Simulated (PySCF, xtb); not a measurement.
AlCl3, SMILES [Cl][Al]([Cl])[Cl].

Harmonic wavenumbers (cm⁻¹) from GFN2-xTB (xtb) at its own minimum, in rising order: 115, 115, 216, 385, 613, 613.

Question: What does PBE-D3(BJ)/def2-SVP (PySCF 2.14.0) give at its own minimum? (The exact figures need the calculation; the answer reports its results.)

Answer: 142, 142, 195, 373, 620, 620. Paired by order, the mean absolute difference is 17 cm⁻¹ and the zero-point energies are 2.9 and 3.0 kcal/mol.
